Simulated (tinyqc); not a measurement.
UKS/B3LYP (VWN-RPA form) in the sto-6g basis, for LiH+, spin multiplicity 2, step by step (part 1 of 3). Computed by tinyqc, a small Python program that keeps every step (integrals from PySCF). Settings: charge = 1, multiplicity = 2, basis = sto-6g, energy threshold = 1e-08, iteration cap = 78, orthogonalisation = symmetric, start = core, DIIS depth = 8, damping = 0.7, method = UKS, functional = b3lyp, grid = [10, 50]. Command: `OMP_NUM_THREADS=1 python tinyqc.py 25510 25511 out.jsonl` (the two numbers bound the seeds that draw the settings). One thread of a shared host (Intel(R) Xeon(R) Processor @ 2.60GHz), about 2 s of CPU time with the checks. Later iterations appear only in the table of the cycle.

## One-electron integrals

Geometry (angstrom):
```
atom         x         y         z
Li    0.000000  0.000000  0.000000
H     0.000000  0.000000  2.128000
```

Basis sto-6g: exponents (1/bohr^2) and contraction coefficients of normalised primitives:
```
element  l (shell)    exponent  coefficient
Li           s (1)  167.175846     0.009164
Li           s (1)   30.651508     0.049361
Li           s (1)    8.575187     0.168538
Li           s (1)    2.945808     0.370563
Li           s (1)    1.143944     0.416492
Li           s (1)    0.471139     0.130334
Li           s (2)    6.597564    -0.013253
Li           s (2)    1.305830    -0.046992
Li           s (2)    0.405851    -0.033785
Li           s (2)    0.156146     0.250242
Li           s (2)    0.067814     0.595117
Li           s (2)    0.031084     0.240706
Li           p (3)    6.597564     0.003760
Li           p (3)    1.305830     0.037679
Li           p (3)    0.405851     0.173897
Li           p (3)    0.156146     0.418036
Li           p (3)    0.067814     0.425860
Li           p (3)    0.031084     0.101708
H            s (1)   35.523221     0.009164
H            s (1)    6.513144     0.049361
H            s (1)    1.822143     0.168538
H            s (1)    0.625955     0.370563
H            s (1)    0.243077     0.416492
H            s (1)    0.100112     0.130334
```

Overlap, kinetic and nuclear-attraction integrals over the contracted functions; the nuclear repulsion is the sum of Za Zb / Rab.

nuclear repulsion = 0.74602050 hartree

overlap S:
```
           1Li 1s    1Li 2s   1Li 2px   1Li 2py   1Li 2pz     2H 1s
1Li 1s   1.000000  0.235742  0.000000  0.000000  0.000000  0.021547
1Li 2s   0.235742  1.000000  0.000000  0.000000  0.000000  0.273256
1Li 2px  0.000000  0.000000  1.000000  0.000000  0.000000  0.000000
1Li 2py  0.000000  0.000000  0.000000  1.000000  0.000000  0.000000
1Li 2pz  0.000000  0.000000  0.000000  0.000000  1.000000  0.387890
2H 1s    0.021547  0.273256  0.000000  0.000000  0.387890  1.000000
```

kinetic energy T (hartree):
```
            1Li 1s     1Li 2s   1Li 2px   1Li 2py   1Li 2pz      2H 1s
1Li 1s    3.616742  -0.110723  0.000000  0.000000  0.000000  -0.008375
1Li 2s   -0.110723   0.106524  0.000000  0.000000  0.000000   0.014901
1Li 2px   0.000000   0.000000  0.320007  0.000000  0.000000   0.000000
1Li 2py   0.000000   0.000000  0.000000  0.320007  0.000000   0.000000
1Li 2pz   0.000000   0.000000  0.000000  0.000000  0.320007   0.056593
2H 1s    -0.008375   0.014901  0.000000  0.000000  0.056593   0.768522
```

nuclear attraction V (hartree):
```
            1Li 1s     1Li 2s    1Li 2px    1Li 2py    1Li 2pz      2H 1s
1Li 1s   -8.315818  -0.886984   0.000000   0.000000  -0.009623  -0.084615
1Li 2s   -0.886984  -1.437827   0.000000   0.000000  -0.091698  -0.434408
1Li 2px   0.000000   0.000000  -1.414496   0.000000   0.000000   0.000000
1Li 2py   0.000000   0.000000   0.000000  -1.414496   0.000000   0.000000
1Li 2pz  -0.009623  -0.091698   0.000000   0.000000  -1.484343  -0.624830
2H 1s    -0.084615  -0.434408   0.000000   0.000000  -0.624830  -1.985373
```

core Hamiltonian H = T + V (hartree):
```
            1Li 1s     1Li 2s    1Li 2px    1Li 2py    1Li 2pz      2H 1s
1Li 1s   -4.699075  -0.997707   0.000000   0.000000  -0.009623  -0.092990
1Li 2s   -0.997707  -1.331304   0.000000   0.000000  -0.091698  -0.419507
1Li 2px   0.000000   0.000000  -1.094488   0.000000   0.000000   0.000000
1Li 2py   0.000000   0.000000   0.000000  -1.094488   0.000000   0.000000
1Li 2pz  -0.009623  -0.091698   0.000000   0.000000  -1.164335  -0.568238
2H 1s    -0.092990  -0.419507   0.000000   0.000000  -0.568238  -1.216851
```

## Two-electron integrals

Functions are numbered as in S; the eight-fold symmetry (ij|kl) = (ji|kl) = (kl|ij) leaves the list below.

Two-electron integrals (ij|kl) in chemists' order, unique and non-zero (hartree):
```
(11|11) 1.681247   (21|11) 0.242603   (21|21) 0.044507   (22|11) 0.397190
(22|21) 0.090279   (22|22) 0.290625   (31|31) 0.009437   (32|31) 0.014261
(32|32) 0.064236   (33|11) 0.397190   (33|21) 0.090279   (33|22) 0.290625
(33|33) 0.313125   (41|41) 0.009437   (42|41) 0.014261   (42|42) 0.064236
(43|43) 0.016875   (44|11) 0.397190   (44|21) 0.090279   (44|22) 0.290625
(44|33) 0.279374   (44|44) 0.313125   (51|51) 0.009437   (52|51) 0.014261
(52|52) 0.064236   (53|53) 0.016875   (54|54) 0.016875   (55|11) 0.397190
(55|21) 0.090279   (55|22) 0.290625   (55|33) 0.279374   (55|44) 0.279374
(55|55) 0.313125   (61|11) 0.021657   (61|21) 0.003916   (61|22) 0.008126
(61|33) 0.008008   (61|44) 0.008008   (61|51) 0.000528   (61|52) 0.001109
(61|55) 0.008362   (61|61) 0.000383   (62|11) 0.084057   (62|21) 0.019532
(62|22) 0.070900   (62|33) 0.066864   (62|44) 0.066864   (62|51) 0.003177
(62|52) 0.021972   (62|55) 0.078972   (62|61) 0.002126   (62|62) 0.033617
(63|31) 0.001262   (63|32) 0.006633   (63|53) 0.002924   (63|63) 0.001802
(64|41) 0.001262   (64|42) 0.006633   (64|54) 0.002924   (64|64) 0.001802
(65|11) 0.112805   (65|21) 0.026394   (65|22) 0.098415   (65|33) 0.091657
(65|44) 0.091657   (65|51) 0.004945   (65|52) 0.034143   (65|55) 0.111930
(65|61) 0.002961   (65|62) 0.050468   (65|65) 0.076321   (66|11) 0.248572
(66|21) 0.058548   (66|22) 0.233732   (66|33) 0.214068   (66|44) 0.214068
(66|51) 0.009521   (66|52) 0.084955   (66|55) 0.273062   (66|61) 0.006561
(66|62) 0.146192   (66|65) 0.225787   (66|66) 0.774999
```

## Orthogonalisation

S = U s U^T; symmetric (Loewdin) form X = U s^(-1/2) U^T, so that X^T S X = 1.

eigenvalues of S: 0.509305  0.809450  1.000000  1.000000  1.177538  1.503707

X:
```
            1Li 1s     1Li 2s   1Li 2px   1Li 2py    1Li 2pz      2H 1s
1Li 1s    1.022332  -0.126547  0.000000  0.000000  -0.006048   0.017231
1Li 2s   -0.126547   1.057289  0.000000  0.000000   0.049145  -0.163936
1Li 2px   0.000000   0.000000  1.000000  0.000000   0.000000   0.000000
1Li 2py   0.000000   0.000000  0.000000  1.000000   0.000000   0.000000
1Li 2pz  -0.006048   0.049145  0.000000  0.000000   1.067922  -0.227491
2H 1s     0.017231  -0.163936  0.000000  0.000000  -0.227491   1.102207
```

## Starting guess

The start is the orbitals of the core Hamiltonian; D(s) = C_occ C_occ^T for each spin.

D(alpha) at the start:
```
            1Li 1s     1Li 2s   1Li 2px   1Li 2py    1Li 2pz      2H 1s
1Li 1s    1.027957  -0.092332  0.000000  0.000000  -0.053599  -0.048124
1Li 2s   -0.092332   0.256814  0.000000  0.000000   0.237338   0.243318
1Li 2px   0.000000   0.000000  0.000000  0.000000   0.000000   0.000000
1Li 2py   0.000000   0.000000  0.000000  0.000000   0.000000   0.000000
1Li 2pz  -0.053599   0.237338  0.000000  0.000000   0.220351   0.226121
2H 1s    -0.048124   0.243318  0.000000  0.000000   0.226121   0.232089
```

D(beta) at the start:
```
            1Li 1s     1Li 2s   1Li 2px   1Li 2py    1Li 2pz      2H 1s
1Li 1s    1.015129  -0.035071  0.000000  0.000000  -0.000432   0.006435
1Li 2s   -0.035071   0.001212  0.000000  0.000000   0.000015  -0.000222
1Li 2px   0.000000   0.000000  0.000000  0.000000   0.000000   0.000000
1Li 2py   0.000000   0.000000  0.000000  0.000000   0.000000   0.000000
1Li 2pz  -0.000432   0.000015  0.000000  0.000000   0.000000  -0.000003
2H 1s     0.006435  -0.000222  0.000000  0.000000  -0.000003   0.000041
```

## Iteration 1: exchange-correlation on the grid

Becke grid with 10 radial and 50 angular points per atom, points of zero weight dropped. rho = sum D_ij phi_i phi_j; V_xc,ij = sum w v_xc phi_i phi_j plus the gradient terms; v_xc is d(rho eps)/d rho(s) for spin s at fixed gradient. Exact exchange is left to K.

The 12 grid points with the largest w rho, of 995 (bohr, atomic units):
```
x                  y          z         w  rho(alpha)  rho(beta)     eps_xc  v_xc(alpha)
0.000000    0.460014  -0.460014  0.062294    0.190267   0.187543  -0.552649    -0.595940
0.000000   -0.460014  -0.460014  0.062294    0.190267   0.187543  -0.552649    -0.595940
-0.460014   0.000000  -0.460014  0.062294    0.190267   0.187543  -0.552649    -0.595940
0.460014    0.000000  -0.460014  0.062294    0.190267   0.187543  -0.552649    -0.595940
0.460014    0.000000   0.460014  0.062294    0.188627   0.187512  -0.551152    -0.594169
-0.460014   0.000000   0.460014  0.062294    0.188627   0.187512  -0.551152    -0.594169
0.000000   -0.460014   0.460014  0.062294    0.188627   0.187512  -0.551152    -0.594169
0.000000    0.460014   0.460014  0.062294    0.188627   0.187512  -0.551152    -0.594169
-0.460014  -0.460014   0.000000  0.062294    0.187620   0.187522  -0.551839    -0.594213
0.460014   -0.460014   0.000000  0.062294    0.187620   0.187522  -0.551839    -0.594213
0.460014    0.460014   0.000000  0.062294    0.187620   0.187522  -0.551839    -0.594213
-0.460014   0.460014   0.000000  0.062294    0.187620   0.187522  -0.551839    -0.594213
```

electrons on the grid, sum of w rho = 2.994235

E_xc = sum of w rho eps_xc = -1.58527936 hartree

V_xc(alpha) (hartree):
```
            1Li 1s     1Li 2s    1Li 2px    1Li 2py    1Li 2pz      2H 1s
1Li 1s   -0.891860  -0.102597   0.000000   0.000000  -0.002123  -0.009866
1Li 2s   -0.102597  -0.133330   0.000000   0.000000  -0.042292  -0.061615
1Li 2px   0.000000   0.000000  -0.124246   0.000000   0.000000   0.000000
1Li 2py   0.000000   0.000000   0.000000  -0.124246   0.000000   0.000000
1Li 2pz  -0.002123  -0.042292   0.000000   0.000000  -0.151529  -0.092356
2H 1s    -0.009866  -0.061615   0.000000   0.000000  -0.092356  -0.309543
```

V_xc(beta) (hartree):
```
            1Li 1s     1Li 2s    1Li 2px    1Li 2py    1Li 2pz      2H 1s
1Li 1s   -0.889133  -0.103788   0.000000   0.000000  -0.000795  -0.009594
1Li 2s   -0.103788  -0.122027   0.000000   0.000000  -0.017740  -0.033598
1Li 2px   0.000000   0.000000  -0.120291   0.000000   0.000000   0.000000
1Li 2py   0.000000   0.000000   0.000000  -0.120291   0.000000   0.000000
1Li 2pz  -0.000795  -0.017740   0.000000   0.000000  -0.125252  -0.046906
2H 1s    -0.009594  -0.033598   0.000000   0.000000  -0.046906  -0.130822
```

## Iteration 1: building the Kohn-Sham matrix

J_ij = sum D_kl (ij|kl) with D = D(alpha) + D(beta), K_ij = sum D_kl (ik|jl) for each spin; F = H + J - 0.2 K(s) + V_xc; E = tr D H + tr D J / 2 - 0.1 sum_s tr D(s) K(s) + E_xc + E_nn.

Coulomb J (hartree):
```
           1Li 1s    1Li 2s   1Li 2px   1Li 2py   1Li 2pz     2H 1s
1Li 1s   3.710899  0.562202  0.000000  0.000000  0.011697  0.051521
1Li 2s   0.562202  1.060074  0.000000  0.000000  0.074704  0.285468
1Li 2px  0.000000  0.000000  1.048023  0.000000  0.000000  0.000000
1Li 2py  0.000000  0.000000  0.000000  1.048023  0.000000  0.000000
1Li 2pz  0.011697  0.074704  0.000000  0.000000  1.084179  0.400692
2H 1s    0.051521  0.285468  0.000000  0.000000  0.400692  1.005253
```

exchange K(alpha) (hartree):
```
           1Li 1s    1Li 2s   1Li 2px   1Li 2py   1Li 2pz     2H 1s
1Li 1s   1.697108  0.238888  0.000000  0.000000  0.007951  0.028316
1Li 2s   0.238888  0.168233  0.000000  0.000000  0.143779  0.180985
1Li 2px  0.000000  0.000000  0.032129  0.000000  0.000000  0.000000
1Li 2py  0.000000  0.000000  0.000000  0.032129  0.000000  0.000000
1Li 2pz  0.007951  0.143779  0.000000  0.000000  0.177033  0.220343
2H 1s    0.028316  0.180985  0.000000  0.000000  0.220343  0.401580
```

exchange K(beta) (hartree):
```
           1Li 1s    1Li 2s   1Li 2px   1Li 2py   1Li 2pz     2H 1s
1Li 1s   1.689997  0.231452  0.000000  0.000000  0.000549  0.020463
1Li 2s   0.231452  0.039422  0.000000  0.000000  0.000125  0.003418
1Li 2px  0.000000  0.000000  0.008671  0.000000  0.000000  0.000000
1Li 2py  0.000000  0.000000  0.000000  0.008671  0.000000  0.000000
1Li 2pz  0.000549  0.000125  0.000000  0.000000  0.008708  0.000467
2H 1s    0.020463  0.003418  0.000000  0.000000  0.000467  0.000329
```

F(alpha) (hartree):
```
            1Li 1s     1Li 2s    1Li 2px    1Li 2py    1Li 2pz      2H 1s
1Li 1s   -2.219458  -0.585880   0.000000   0.000000  -0.001639  -0.056999
1Li 2s   -0.585880  -0.438207   0.000000   0.000000  -0.088042  -0.231851
1Li 2px   0.000000   0.000000  -0.177137   0.000000   0.000000   0.000000
1Li 2py   0.000000   0.000000   0.000000  -0.177137   0.000000   0.000000
1Li 2pz  -0.001639  -0.088042   0.000000   0.000000  -0.267092  -0.303970
2H 1s    -0.056999  -0.231851   0.000000   0.000000  -0.303970  -0.601457
```

F(beta) (hartree):
```
            1Li 1s     1Li 2s    1Li 2px    1Li 2py    1Li 2pz      2H 1s
1Li 1s   -2.215309  -0.585583   0.000000   0.000000   0.001169  -0.055156
1Li 2s   -0.585583  -0.401142   0.000000   0.000000  -0.034759  -0.168321
1Li 2px   0.000000   0.000000  -0.168491   0.000000   0.000000   0.000000
1Li 2py   0.000000   0.000000   0.000000  -0.168491   0.000000   0.000000
1Li 2pz   0.001169  -0.034759   0.000000   0.000000  -0.207150  -0.214544
2H 1s    -0.055156  -0.168321   0.000000   0.000000  -0.214544  -0.342486
```

total energy of this density = -7.67960066 hartree

This density is the starting one.

## Iteration 1: diagonalisation and new density

Diagonalise F' = X^T F X, C = X C', fill 2 alpha and 1 beta electrons from the bottom; D(s) = C_occ C_occ^T; the new density keeps 0.7 of the old one (damping). Each column has its largest component positive (the first on a tie).

F' = X^T F X (alpha) (hartree):
```
           1          2          3          4          5          6
1  -2.176356  -0.294003   0.000000   0.000000   0.001161   0.009216
2  -0.294003  -0.311652   0.000000   0.000000  -0.040375  -0.104644
3   0.000000   0.000000  -0.177137   0.000000   0.000000   0.000000
4   0.000000   0.000000   0.000000  -0.177137   0.000000   0.000000
5   0.001161  -0.040375   0.000000   0.000000  -0.193023  -0.159378
6   0.009216  -0.104644   0.000000   0.000000  -0.159378  -0.526130
```

orbital energies (alpha) (hartree): MO1 -2.221656, MO2 -0.625158, MO3 -0.231328, MO4 -0.177137, MO5 -0.177137, MO6 -0.129019

coefficients C (alpha):
```
               MO1        MO2        MO3       MO4        MO5        MO6
1Li 1s    0.991142  -0.075490  -0.270433  0.000000   0.000000  -0.017776
1Li 2s    0.035521   0.189672   1.053704  0.000000   0.000000   0.125042
1Li 2px   0.000000   0.000000   0.000000  0.955602  -0.294659   0.000000
1Li 2py   0.000000   0.000000   0.000000  0.294659   0.955602   0.000000
1Li 2pz   0.003532   0.191706  -0.027041  0.000000   0.000000   1.075717
2H 1s    -0.003857   0.846952  -0.426437  0.000000   0.000000  -0.628167
```

F' = X^T F X (beta) (hartree):
```
           1          2          3          4          5          6
1  -2.171607  -0.298125   0.000000   0.000000  -0.001411   0.008031
2  -0.298125  -0.281012   0.000000   0.000000   0.001872  -0.088032
3   0.000000   0.000000  -0.168491   0.000000   0.000000   0.000000
4   0.000000   0.000000   0.000000  -0.168491   0.000000   0.000000
5  -0.001411   0.001872   0.000000   0.000000  -0.150479  -0.133363
6   0.008031  -0.088032   0.000000   0.000000  -0.133363  -0.271201
```

orbital energies (beta) (hartree): MO1 -2.217520, MO2 -0.392730, MO3 -0.214224, MO4 -0.168491, MO5 -0.168491, MO6 -0.049825

coefficients C (beta):
```
               MO1        MO2        MO3       MO4        MO5        MO6
1Li 1s    0.991178  -0.114078  -0.239705  0.000000   0.000000  -0.092759
1Li 2s    0.035503   0.356098   0.920847  0.000000   0.000000   0.432596
1Li 2px   0.000000   0.000000   0.000000  0.997386  -0.072252   0.000000
1Li 2py   0.000000   0.000000   0.000000  0.072252   0.997386   0.000000
1Li 2pz   0.001626   0.302255  -0.415414  0.000000   0.000000   0.964745
2H 1s    -0.004947   0.700576  -0.267992  0.000000   0.000000  -0.855064
```

D(alpha) after iteration 1:
```
            1Li 1s     1Li 2s   1Li 2px   1Li 2py    1Li 2pz      2H 1s
1Li 1s    1.015988  -0.058366  0.000000  0.000000  -0.040810  -0.054015
1Li 2s   -0.058366   0.190941  0.000000  0.000000   0.177082   0.218475
1Li 2px   0.000000   0.000000  0.000000  0.000000   0.000000   0.000000
1Li 2py   0.000000   0.000000  0.000000  0.000000   0.000000   0.000000
1Li 2pz  -0.040810   0.177082  0.000000  0.000000   0.165275   0.206990
2H 1s    -0.054015   0.218475  0.000000  0.000000   0.206990   0.377665
```

D(beta) after iteration 1:
```
            1Li 1s     1Li 2s   1Li 2px   1Li 2py    1Li 2pz      2H 1s
1Li 1s    1.005321  -0.013992  0.000000  0.000000   0.000181   0.003034
1Li 2s   -0.013992   0.001226  0.000000  0.000000   0.000028  -0.000208
1Li 2px   0.000000   0.000000  0.000000  0.000000   0.000000   0.000000
1Li 2py   0.000000   0.000000  0.000000  0.000000   0.000000   0.000000
1Li 2pz   0.000181   0.000028  0.000000  0.000000   0.000001  -0.000004
2H 1s     0.003034  -0.000208  0.000000  0.000000  -0.000004   0.000036
```

Within a degenerate level the vectors are fixed only up to a rotation; this is one choice.

## Iteration 2: exchange-correlation on the grid

As before.

The 12 grid points with the largest w rho, of 995 (bohr, atomic units):
```
x                  y          z         w  rho(alpha)  rho(beta)     eps_xc  v_xc(alpha)
-0.460014   0.000000  -0.460014  0.062294    0.189169   0.186977  -0.551606    -0.594993
0.460014    0.000000  -0.460014  0.062294    0.189169   0.186977  -0.551606    -0.594993
0.000000   -0.460014  -0.460014  0.062294    0.189169   0.186977  -0.551606    -0.594993
0.000000    0.460014  -0.460014  0.062294    0.189169   0.186977  -0.551606    -0.594993
0.000000    0.460014   0.460014  0.062294    0.187853   0.187021  -0.550462    -0.593617
0.000000   -0.460014   0.460014  0.062294    0.187853   0.187021  -0.550462    -0.593617
-0.460014   0.000000   0.460014  0.062294    0.187853   0.187021  -0.550462    -0.593617
0.460014    0.000000   0.460014  0.062294    0.187853   0.187021  -0.550462    -0.593617
-0.460014   0.460014   0.000000  0.062294    0.187127   0.186996  -0.550989    -0.593665
0.460014   -0.460014   0.000000  0.062294    0.187127   0.186996  -0.550989    -0.593665
-0.460014  -0.460014   0.000000  0.062294    0.187127   0.186996  -0.550989    -0.593665
0.460014    0.460014   0.000000  0.062294    0.187127   0.186996  -0.550989    -0.593665
```

electrons on the grid, sum of w rho = 2.992910

E_xc = sum of w rho eps_xc = -1.59541527 hartree

V_xc(alpha) (hartree):
```
            1Li 1s     1Li 2s    1Li 2px    1Li 2py    1Li 2pz      2H 1s
1Li 1s   -0.889857  -0.102168   0.000000   0.000000  -0.001520  -0.009742
1Li 2s   -0.102168  -0.128594   0.000000   0.000000  -0.039637  -0.062893
1Li 2px   0.000000   0.000000  -0.119353   0.000000   0.000000   0.000000
1Li 2py   0.000000   0.000000   0.000000  -0.119353   0.000000   0.000000
1Li 2pz  -0.001520  -0.039637   0.000000   0.000000  -0.147082  -0.095011
2H 1s    -0.009742  -0.062893   0.000000   0.000000  -0.095011  -0.332571
```

V_xc(beta) (hartree):
```
            1Li 1s     1Li 2s    1Li 2px    1Li 2py    1Li 2pz      2H 1s
1Li 1s   -0.887594  -0.103508   0.000000   0.000000  -0.001026  -0.009607
1Li 2s   -0.103508  -0.118589   0.000000   0.000000  -0.018744  -0.033235
1Li 2px   0.000000   0.000000  -0.116085   0.000000   0.000000   0.000000
1Li 2py   0.000000   0.000000   0.000000  -0.116085   0.000000   0.000000
1Li 2pz  -0.001026  -0.018744   0.000000   0.000000  -0.123354  -0.046518
2H 1s    -0.009607  -0.033235   0.000000   0.000000  -0.046518  -0.130295
```
